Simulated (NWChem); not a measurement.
Ionisation of S (+1)

```xyz
1

S      0.0000     0.0000     0.0000
```
Charge +1, spin multiplicity 4.

Program: NWChem.

Basis set: def2-TZVPD. −ε marks an orbital energy of the parent.

B3LYP has NWChem's definition, with VWN1-RPA local correlation. No SCF solution was tested for a lower state.

For the first vertical ionisation energy, −ε(alpha HOMO) of PBE gives 17.93 eV and −ε(alpha HOMO) of BP86 gives 17.94 eV. What do −ε(alpha HOMO) of B3LYP, −ε(alpha HOMO) of TPSS, G0W0@LDA (SVWN5) give?

−ε(alpha HOMO) of B3LYP: 19.02 eV; −ε(alpha HOMO) of TPSS: 18.12 eV; G0W0@LDA (SVWN5): 22.64 eV.
